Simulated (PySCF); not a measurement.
# Electric field gradients and quadrupole coupling constants

Compound: 1,2-epoxybutane, C4H8O.
Z-matrix (Å and degrees, GFN2-xTB, dihedral held geometry), rows numbered from 1:
```
C 
C   1  1.5255
C   2  1.5117  1  111.11
C   3  1.4649  2  120.77  1    81.76
O   3  1.3974  2  118.41  1   150.00
H   1  1.0868  2  110.26  3   179.00
H   1  1.0875  2  110.67  3   -60.86
H   1  1.0877  2  110.50  3    59.17
H   2  1.0920  1  110.01  3  -120.92
H   2  1.0918  1  110.00  3   120.31
H   3  1.0889  2  115.17  1   -69.02
H   4  1.0840  3  119.29  5  -103.58
H   4  1.0840  3  120.07  5   103.40
```

Field gradients from the B3LYP/pcJ-1 density (PySCF, non-relativistic), principal values in atomic units, ordered |Vxx| ≤ |Vyy| ≤ |Vzz|:

```csv
atom,Vxx,Vyy,Vzz
O5,1.0318,1.1845,-2.2164
```

Task: Find the asymmetry η = (Vxx − Vyy)/Vzz and the couplings χ = eQV/h (234.96 MHz × Q in barn × V in au), with Q(17O) = −0.0256 b.

Result: 
```
atom     environment  nucleus     η  χzz (MHz)  χxx (MHz)  χyy (MHz)
  O5  epoxide oxygen      17O  0.07      13.33      -6.21      -7.13
```

The tensor is traceless: Vxx + Vyy + Vzz = 0.

Task: What is Vzz at O5 in SI units (1 au = 9.71736 × 10²¹ V/m²)?

Result: -2.2164 au = -21.538 × 10²¹ V/m².

Were the hydrogens deuterons (Q(2H) = 0.00286 b), χzz would run from 196 kHz (H10 and H9) to 206 kHz (H6, H13 and H12).

The geometry is a constrained GFN2-xTB structure with the dihedral C1–C2–C3–O5 held at 150°, isolated molecule; it need not be a minimum. GFN2-xTB bond lengths can be off by several hundredths of an ångström, more for odd bonds, and the gradients follow them. The small basis limits the accuracy of the gradients.
